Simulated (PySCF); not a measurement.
## Functional benchmark on one molecule

Molecule: SMILES p12p3p1p23, P$_{4}$.

Geometry (Å), atoms numbered from 1 in this order:
```xyz
4

P     1.2474   -0.2390   -0.5454
P    -0.4223    1.1900   -0.4090
P    -0.8250   -0.9738   -0.4475
P     0.1037   -0.0581    1.3258
```

Geometry PBE0-D3(BJ)/def2-SVP throughout; GIAO in PySCF 2.14.0 with density-fitted response routines, gas phase, one conformer, non-relativistic; equivalent atoms averaged; basis pcSseg-2.

Reference values (measured; gas; S. K. Latypov et al., Phys. Chem. Chem. Phys. 2015 (author manuscript)): δ(P1/P2/P3/P4) = -525.0 ppm vs 85 % H3PO4. Computed shifts are taken against H3PO4, calculated as an isolated molecule at each level.

**Question.** How do the functionals HF, LDA, PBE, BLYP, BP86, OPBE, KT2, KT3, B97-D, B3LYP, PBE0, mPW1PW91, WP04, B97-2, BHandHLYP, CAM-B3LYP, wB97X-D, LC-wPBE perform against the reference? Times are CPU seconds on shared hosts with different chips, so compare them loosely; the GGAs took longer than the global hybrids here, which isn't the general rule, and the cause wasn't traced.

**Answer.** 
```csv
functional,kind,P1/P2/P3/P4,abs. error P,core-s
HF,Hartree–Fock,-584.0,59.0,5.4
LDA,LDA,-582.5,57.5,9.1
PBE,GGA,-563.0,38.0,10
BLYP,GGA,-557.8,32.8,11
BP86,GGA,-558.7,33.7,11
OPBE,GGA,-544.2,19.2,11
KT2,GGA,-542.1,17.1,11
KT3,GGA,-530.3,5.3,11
B97-D,GGA,-550.2,25.2,11
B3LYP,global hybrid,-566.6,41.6,8.1
PBE0,global hybrid,-572.3,47.3,8.1
mPW1PW91,global hybrid,-569.5,44.5,8.2
WP04,global hybrid,-516.8,8.2,8.1
B97-2,global hybrid,-563.0,38.0,8.7
BHandHLYP,global hybrid,-576.6,51.6,8.7
CAM-B3LYP,range-separated hybrid,-583.8,58.8,12
wB97X-D,range-separated hybrid,-576.1,51.1,12
LC-wPBE,range-separated hybrid,-595.8,70.8,17
```

For ³¹P the closest is KT3 (5.3 ppm) and the furthest LC-wPBE (70.8 ppm). One molecule is a small sample, and vibrational effects are absent from the calculation.
